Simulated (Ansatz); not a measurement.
Input file:

```yaml
crystal:
  periodic: [false, false, false]
  atoms:
    - {symbol: Sb, position_ang: [0.000000, -0.016123, 0.004360]}
    - {symbol: H, position_ang: [0.000000, 1.126476, -1.999815]}
    - {symbol: H, position_ang: [0.000000, 0.821256, 1.473163]}
basis:
  gaussian: {orbitals: def2-SVP}
total_charge: 1
magnetization: {spin_polarized: false, initial_magnetization: 2}
correlation: {method: bccd_t, electrons: outside_noble_gas}
```

```sh
$ ansatz run in.yaml --threads 1 --pin off --events-out ev --progress --plain --max-ram 2393MiB
```

Output:

```
436 factors; integrals over basis functions are off by at most 5.6e-4 eV
mean field evaluation 1: about -6530.6323 eV, gradient 6.6e0 eV
mean field evaluation 2: about -6530.6548 eV, gradient 6.7e0 eV
mean field evaluation 4: about -6531.0532 eV, gradient 9.0e-1 eV
mean field evaluation 8: about -6531.0726 eV, gradient 3.7e-1 eV
mean field evaluation 16: about -6531.2543 eV, gradient 6.0e-3 eV
mean field evaluation 32: about -6531.0497 eV, gradient 3.3e-1 eV
mean field evaluation 64: about -6531.0329 eV, gradient 3.3e-1 eV
mean field evaluation 96: about -6531.0000 eV, gradient 7.4e-1 eV
mean field evaluation 128: about -6531.0478 eV, gradient 3.1e-1 eV
mean field evaluation 160: about -6531.2337 eV, gradient 9.8e-1 eV
mean field evaluation 192: about -6527.9551 eV, gradient 7.8e0 eV
mean field evaluation 224: about -6530.0996 eV, gradient 7.9e-5 eV
mean field evaluation 256: about -6526.6053 eV, gradient 1.1e-3 eV
mean field evaluation 288: about -6527.9815 eV, gradient 2.0e-2 eV
mean field -6531.25427815 eV, -240.0191676790 hartree, gradient 1.4e-6 eV, S^2 2.000000; 6 other end points of the search recorded, 0 dependent functions left out
determinant -6531.25427815 eV, -240.0191676790 hartree, with singles and doubles -6533.84651908 eV, -240.1144307758 hartree
determinant -6530.09960697 eV, -239.9767342958 hartree, with singles and doubles -6532.35739124 eV, -240.0597063370 hartree
determinant -6527.98150996 eV, -239.8988956663 hartree, with singles and doubles -6531.61097507 eV, -240.0322760490 hartree
9 core orbitals not correlated: weight in the atoms' cores, before any rotation towards them, 1.000 or more for the frozen orbitals, at most 0.000 for the correlated occupied ones
reference -6531.25427815 eV, -240.0191676790 hartree; 4, 2 occupied and 23, 25 virtual orbitals, 436 factors
second order -1.70298115 eV of doubles, -0.10453813 eV of singles
cycle   1  -2.65671126 eV  change   -1.0e-1 eV  update   3.8e-2
cycle   2  -2.62635476 eV  change    3.0e-2 eV  update   1.7e-2
cycle   3  -2.60672108 eV  change    2.0e-2 eV  update   1.0e-2
cycle   4  -2.60479074 eV  change    1.9e-3 eV  update   5.4e-3
cycle   5  -2.60657859 eV  change   -1.8e-3 eV  update   3.5e-3
cycle   6  -2.60834879 eV  change   -1.8e-3 eV  update   1.9e-3
cycle   7  -2.60891850 eV  change   -5.7e-4 eV  update   8.4e-4
cycle   8  -2.60938034 eV  change   -4.6e-4 eV  update   4.4e-4
cycle   9  -2.60970664 eV  change   -3.3e-4 eV  update   2.0e-4
cycle  10  -2.60981505 eV  change   -1.1e-4 eV  update   9.1e-5
cycle  11  -2.60981331 eV  change    1.7e-6 eV  update   4.5e-5
cycle  12  -2.60984229 eV  change   -2.9e-5 eV  update   2.2e-5
cycle  13  -2.60986604 eV  change   -2.4e-5 eV  update   1.0e-5
cycle  14  -2.60986631 eV  change   -2.7e-7 eV  update   3.8e-6
perturbative correction -0.07270373 eV, -0.0026718129 hartree
Total energy: -6533.93684819 eV, -240.1177503096 hartree
```

For the same geometry and basis full CI lies 31.9 meV lower.

Ran on 1 thread of Intel Xeon, shared host: 9 s wall, 0.17 GiB peak host memory.
